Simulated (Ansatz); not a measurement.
Relaxation of CH3Mg (5 atoms, charge 1, multiplicity 1), to a largest force component of 0.02 eV/Å in at most 40 steps.

These are results of RKS PBE/def2-SVP in Ansatz, not measurements.

```xyz
5
Properties=species:S:1:pos:R:3:forces:R:3
C -0.195 -0.962 0.167 0.08 1.27 0.33
Mg 0.394 0.840 -0.858 0.03 -0.89 -0.51
H -1.249 -1.034 0.481 -0.51 -0.62 -0.05
H 0.437 -1.286 1.009 0.26 -0.74 0.19
H 0.614 2.442 -0.799 0.14 0.99 0.04
```

Question: Where does it end, and by what steps?

Answer: The run converged. Limits of this set-up: the dipole of an ion depends on the origin. After 11 steps the energy has fallen by 0.279 eV; H5 moved furthest, 0.39 Å.

```
step  energy less start (eV)  largest force component (eV/Å)  accepted
   0                  0.0000                           1.265       yes
   1                 -0.1651                           1.587       yes
   2                 -0.2390                           0.304       yes
   3                 -0.2537                           0.198       yes
   4                 -0.2739                           0.149       yes
   5                 -0.2271                           0.807        no
   6                 -0.2757                           0.115       yes
   7                 -0.2769                           0.099       yes
   8                 -0.2783                           0.101       yes
   9                 -0.2758                           0.139        no
  10                 -0.2787                           0.020       yes
  11                 -0.2788                           0.003       yes
```

```xyz
5
Properties=species:S:1:pos:R:3
C -0.236 -0.887 0.332
Mg 0.352 1.039 -0.630
H -1.282 -1.261 0.441
H 0.425 -1.515 0.976
H 0.741 2.624 -1.119
```

Run time: 6.5 s on 1 CPU thread of a shared host.
